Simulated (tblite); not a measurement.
Record of a relaxation.

Species: C4H6P (charge +1).
Numbering: `[CH:1]1=[CH:2][PH2+:3][CH:4]=[CH:5]1` (hydrogens: H6 on C1; H7 on C2; H8, H9 on P3; H10 on C4; H11 on C5)
Bond orders are those of one Lewis drawing.

Computed with GFN2-xTB (tblite), gas phase: L-BFGS steps from a force-field or distance-geometry start until the largest atomic force falls under 0.01 eV/Å.

Step 0: E = -370.9637 eV, largest atomic force 2.081 eV/Å
```
atom  x, y, z in Å  |  force x, y, z in eV/Å
C1     -0.969    0.857   -0.342   -0.882   0.461  -0.204
C2      0.309    1.204   -0.208    0.773   1.237  -0.086
P3      1.318   -0.194    0.258    0.254   0.220  -0.035
C4     -0.123   -1.221    0.224   -0.143  -2.015   0.500
C5     -1.230   -0.542   -0.086   -0.298  -0.016  -0.158
H6     -1.772    1.546   -0.617    0.386  -0.261   0.111
H7      0.687    2.208   -0.348    0.033  -0.089   0.002
H8      1.878   -0.058    1.546   -0.129  -0.132  -0.753
H9      2.254   -0.538   -0.738   -0.328   0.167   0.653
H10    -0.125   -2.288    0.456    0.113   0.369  -0.086
H11    -2.222   -0.971   -0.170    0.220   0.060   0.056
```

Step 1: E = -371.0181 eV, largest atomic force 0.891 eV/Å
```
atom  x, y, z in Å  |  force x, y, z in eV/Å
C1     -0.981    0.863   -0.345    0.876   0.003   0.165
C2      0.320    1.222   -0.209   -0.640  -0.122  -0.042
P3      1.322   -0.191    0.257   -0.446   0.074  -0.105
C4     -0.125   -1.250    0.231   -0.460   0.281  -0.052
C5     -1.234   -0.542   -0.088    0.632  -0.216   0.058
H6     -1.766    1.542   -0.615   -0.097   0.119  -0.045
H7      0.688    2.207   -0.348    0.278   0.551  -0.083
H8      1.876   -0.060    1.535   -0.035  -0.101  -0.567
H9      2.249   -0.536   -0.729   -0.177   0.125   0.501
H10    -0.123   -2.283    0.455    0.085  -0.698   0.146
H11    -2.219   -0.970   -0.169   -0.016  -0.018   0.024
```

Step 2: E = -371.0478 eV, largest atomic force 0.597 eV/Å
```
atom  x, y, z in Å  |  force x, y, z in eV/Å
C1     -0.974    0.865   -0.344    0.221  -0.070   0.062
C2      0.316    1.225   -0.210   -0.054   0.131  -0.003
P3      1.317   -0.189    0.256   -0.500   0.018  -0.093
C4     -0.131   -1.254    0.232   -0.018   0.101   0.039
C5     -1.228   -0.545   -0.088    0.107  -0.046  -0.038
H6     -1.766    1.543   -0.615    0.002   0.020  -0.006
H7      0.691    2.213   -0.349    0.194   0.361  -0.056
H8      1.875   -0.062    1.526   -0.002  -0.081  -0.453
H9      2.246   -0.534   -0.721   -0.113   0.100   0.403
H10    -0.122   -2.290    0.456    0.069  -0.581   0.120
H11    -2.218   -0.970   -0.169    0.094   0.047   0.024
```

Step 3: E = -371.0874 eV, largest atomic force 0.456 eV/Å
```
atom  x, y, z in Å  |  force x, y, z in eV/Å
C1     -0.965    0.867   -0.342   -0.382  -0.077  -0.062
C2      0.313    1.238   -0.211    0.383   0.246   0.029
P3      1.299   -0.186    0.251   -0.357  -0.020  -0.049
C4     -0.138   -1.264    0.237    0.318  -0.250   0.120
C5     -1.220   -0.549   -0.090   -0.290   0.141  -0.078
H6     -1.764    1.542   -0.615    0.068  -0.078   0.030
H7      0.701    2.230   -0.352    0.070   0.108  -0.015
H8      1.873   -0.067    1.499    0.058  -0.038  -0.168
H9      2.238   -0.528   -0.697    0.018   0.032   0.165
H10    -0.118   -2.313    0.461    0.036  -0.136   0.029
H11    -2.213   -0.968   -0.167    0.076   0.072  -0.001
```

Step 4: E = -371.1002 eV, largest atomic force 0.282 eV/Å
```
atom  x, y, z in Å  |  force x, y, z in eV/Å
C1     -0.963    0.867   -0.341   -0.273  -0.020  -0.067
C2      0.316    1.248   -0.212    0.223   0.156   0.010
P3      1.283   -0.184    0.248   -0.139  -0.045  -0.009
C4     -0.139   -1.274    0.241    0.151  -0.103   0.032
C5     -1.218   -0.549   -0.092   -0.171   0.031   0.000
H6     -1.762    1.541   -0.615    0.020  -0.068   0.021
H7      0.707    2.241   -0.354    0.011  -0.010   0.006
H8      1.873   -0.070    1.481    0.080  -0.010  -0.002
H9      2.233   -0.524   -0.681    0.074  -0.004   0.028
H10    -0.115   -2.328    0.464    0.017   0.011   0.001
H11    -2.210   -0.966   -0.167    0.007   0.062  -0.020
```

Step 5: E = -371.1020 eV, largest atomic force 0.082 eV/Å
```
atom  x, y, z in Å  |  force x, y, z in eV/Å
C1     -0.965    0.867   -0.342   -0.025  -0.006  -0.024
C2      0.317    1.252   -0.212   -0.009   0.021  -0.005
P3      1.278   -0.184    0.247   -0.012  -0.015   0.003
C4     -0.138   -1.277    0.242    0.036  -0.059   0.001
C5     -1.218   -0.549   -0.092   -0.078   0.019   0.016
H6     -1.762    1.540   -0.614   -0.037  -0.029   0.002
H7      0.709    2.244   -0.354    0.015   0.003   0.004
H8      1.875   -0.071    1.477    0.066  -0.008   0.011
H9      2.233   -0.523   -0.677    0.060  -0.006   0.016
H10    -0.114   -2.331    0.465    0.014   0.037  -0.003
H11    -2.210   -0.965   -0.167   -0.030   0.042  -0.022
```

Step 6: E = -371.1023 eV, largest atomic force 0.064 eV/Å
```
atom  x, y, z in Å  |  force x, y, z in eV/Å
C1     -0.965    0.867   -0.343   -0.013  -0.004  -0.014
C2      0.317    1.253   -0.212   -0.019   0.003  -0.004
P3      1.277   -0.184    0.247    0.020  -0.006   0.006
C4     -0.137   -1.278    0.242   -0.050   0.029  -0.027
C5     -1.220   -0.549   -0.091    0.027  -0.016   0.031
H6     -1.762    1.540   -0.614   -0.039  -0.024  -0.001
H7      0.710    2.245   -0.354    0.010  -0.002   0.004
H8      1.876   -0.071    1.477    0.054  -0.009  -0.001
H9      2.235   -0.523   -0.676    0.045  -0.002   0.022
H10    -0.114   -2.331    0.465    0.014   0.001   0.004
H11    -2.211   -0.964   -0.167   -0.050   0.031  -0.020
```

Step 7: E = -371.1027 eV, largest atomic force 0.084 eV/Å
```
atom  x, y, z in Å  |  force x, y, z in eV/Å
C1     -0.966    0.867   -0.343    0.055   0.004   0.009
C2      0.317    1.253   -0.212   -0.064  -0.040  -0.005
P3      1.277   -0.185    0.247    0.042   0.014   0.004
C4     -0.138   -1.278    0.242   -0.063   0.049  -0.025
C5     -1.220   -0.549   -0.090    0.034  -0.015   0.014
H6     -1.764    1.539   -0.614   -0.046  -0.013  -0.007
H7      0.710    2.245   -0.354    0.008   0.002   0.002
H8      1.878   -0.071    1.477    0.037  -0.011  -0.017
H9      2.236   -0.523   -0.675    0.026   0.002   0.031
H10    -0.113   -2.330    0.465    0.011  -0.017   0.006
H11    -2.212   -0.963   -0.168   -0.039   0.025  -0.013
```

Step 8: E = -371.1032 eV, largest atomic force 0.085 eV/Å
```
atom  x, y, z in Å  |  force x, y, z in eV/Å
C1     -0.967    0.866   -0.344    0.056   0.009   0.027
C2      0.316    1.254   -0.212   -0.045  -0.050  -0.002
P3      1.277   -0.185    0.248    0.041   0.028   0.000
C4     -0.139   -1.279    0.241   -0.059   0.060  -0.013
C5     -1.222   -0.549   -0.089    0.048  -0.009  -0.012
H6     -1.766    1.537   -0.614   -0.032  -0.009  -0.009
H7      0.711    2.245   -0.354   -0.005  -0.013   0.001
H8      1.883   -0.072    1.476    0.014  -0.011  -0.031
H9      2.240   -0.524   -0.673    0.003   0.006   0.035
H10    -0.112   -2.330    0.465    0.004  -0.026   0.006
H11    -2.215   -0.960   -0.169   -0.025   0.016  -0.002
```

Step 9: E = -371.1035 eV, largest atomic force 0.040 eV/Å
```
atom  x, y, z in Å  |  force x, y, z in eV/Å
C1     -0.968    0.866   -0.345    0.026   0.011   0.029
C2      0.315    1.254   -0.212   -0.011  -0.034   0.000
P3      1.278   -0.185    0.248    0.018   0.022  -0.003
C4     -0.140   -1.278    0.240   -0.017   0.032   0.006
C5     -1.223   -0.549   -0.088    0.019   0.002  -0.031
H6     -1.769    1.535   -0.614   -0.013  -0.010  -0.007
H7      0.712    2.245   -0.353   -0.015  -0.022   0.000
H8      1.886   -0.073    1.475    0.002  -0.009  -0.028
H9      2.243   -0.524   -0.671   -0.005   0.006   0.026
H10    -0.111   -2.330    0.465   -0.003  -0.009   0.000
H11    -2.217   -0.958   -0.170   -0.002   0.012   0.006
```

Step 10: E = -371.1037 eV, largest atomic force 0.031 eV/Å
```
atom  x, y, z in Å  |  force x, y, z in eV/Å
C1     -0.968    0.867   -0.344   -0.005   0.006   0.019
C2      0.315    1.253   -0.212    0.012  -0.012   0.002
P3      1.278   -0.185    0.248   -0.003   0.006  -0.002
C4     -0.140   -1.278    0.240    0.010   0.007   0.014
C5     -1.223   -0.549   -0.089    0.002   0.006  -0.030
H6     -1.770    1.534   -0.615    0.000  -0.009  -0.003
H7      0.712    2.245   -0.353   -0.016  -0.021   0.000
H8      1.888   -0.074    1.474    0.001  -0.006  -0.017
H9      2.244   -0.523   -0.669   -0.002   0.004   0.015
H10    -0.111   -2.330    0.466   -0.006   0.009  -0.004
H11    -2.218   -0.956   -0.171    0.008   0.010   0.007
```

Step 11: E = -371.1037 eV, largest atomic force 0.023 eV/Å
```
atom  x, y, z in Å  |  force x, y, z in eV/Å
C1     -0.968    0.867   -0.344   -0.017   0.000   0.007
C2      0.315    1.253   -0.213    0.015   0.002   0.002
P3      1.278   -0.184    0.248   -0.012  -0.007  -0.001
C4     -0.141   -1.278    0.240    0.018  -0.006   0.013
C5     -1.223   -0.549   -0.089   -0.006   0.004  -0.018
H6     -1.771    1.533   -0.615    0.006  -0.006  -0.001
H7      0.712    2.244   -0.353   -0.012  -0.011  -0.001
H8      1.888   -0.074    1.473    0.002  -0.003  -0.006
H9      2.244   -0.523   -0.668    0.002   0.002   0.005
H10    -0.111   -2.330    0.465   -0.007   0.016  -0.005
H11    -2.219   -0.955   -0.171    0.011   0.007   0.005
```

Step 12: E = -371.1038 eV, largest atomic force 0.014 eV/Å
```
atom  x, y, z in Å  |  force x, y, z in eV/Å
C1     -0.968    0.867   -0.343   -0.012  -0.003  -0.001
C2      0.315    1.253   -0.212    0.006   0.006   0.002
P3      1.278   -0.184    0.248   -0.008  -0.010   0.001
C4     -0.141   -1.277    0.241    0.010  -0.006   0.006
C5     -1.223   -0.549   -0.090   -0.003   0.001  -0.005
H6     -1.771    1.533   -0.615    0.005  -0.002   0.001
H7      0.711    2.244   -0.353   -0.006  -0.001  -0.002
H8      1.889   -0.074    1.473    0.003  -0.001   0.000
H9      2.244   -0.523   -0.668    0.004   0.001   0.000
H10    -0.111   -2.330    0.465   -0.006   0.012  -0.004
H11    -2.219   -0.955   -0.171    0.008   0.004   0.002
```

Step 13: E = -371.1038 eV, largest atomic force 0.007 eV/Å
```
atom  x, y, z in Å  |  force x, y, z in eV/Å
C1     -0.968    0.867   -0.343   -0.003  -0.003  -0.003
C2      0.315    1.252   -0.212   -0.001   0.003   0.002
P3      1.278   -0.184    0.248   -0.002  -0.006   0.001
C4     -0.140   -1.277    0.241    0.002  -0.002   0.001
C5     -1.222   -0.549   -0.090    0.001   0.000   0.001
H6     -1.771    1.533   -0.615    0.002   0.001   0.000
H7      0.711    2.243   -0.353   -0.003   0.003  -0.002
H8      1.889   -0.074    1.473    0.003  -0.001   0.001
H9      2.244   -0.523   -0.667    0.003   0.000   0.000
H10    -0.111   -2.330    0.465   -0.005   0.004  -0.002
H11    -2.218   -0.955   -0.171    0.004   0.001   0.001
```

Task: Summarise the path.

Result: The energy falls by 0.1400 eV from step 0 to step 13; nine tenths of that is first reached at step 4. It falls at every step. The largest force goes from 2.081 to 0.007 eV/Å. Among the bonds P3–H8 changes most, from 1.411 to 1.373 Å; the atoms move by 0.046 Å rms after alignment.

Task: Follow the three bonds and two angles with the largest change from start to end.

Result: 
```csv
step,E above end (eV),largest force (eV/Å),P3–H8 (Å),P3–H9 (Å),P3–C4 (Å),H8–P3–H9 (°),P3–C4–C5 (°)
0,0.1400,2.081,1.411,1.409,1.770,113.9,112.6
1,0.0857,0.891,1.399,1.397,1.793,113.9,110.9
2,0.0559,0.597,1.393,1.391,1.798,113.3,110.4
3,0.0164,0.456,1.379,1.377,1.796,111.1,109.1
4,0.0036,0.282,1.371,1.371,1.792,109.4,108.1
5,0.0018,0.082,1.371,1.372,1.789,108.8,107.8
6,0.0015,0.064,1.372,1.372,1.788,108.6,107.8
7,0.0011,0.084,1.373,1.373,1.788,108.4,107.8
8,0.0005,0.085,1.374,1.374,1.789,108.1,107.9
9,0.0002,0.040,1.375,1.374,1.790,107.8,107.9
10,0.0001,0.031,1.374,1.374,1.791,107.7,107.9
11,0.0000,0.023,1.374,1.374,1.791,107.6,107.9
12,0.0000,0.014,1.373,1.373,1.791,107.5,107.9
13,0.0000,0.007,1.373,1.373,1.791,107.5,107.9
```

What follows is the cost of the whole relaxation. On an Arm Neoverse V2 with one thread (shared host), this took under 0.1 s of wall time.
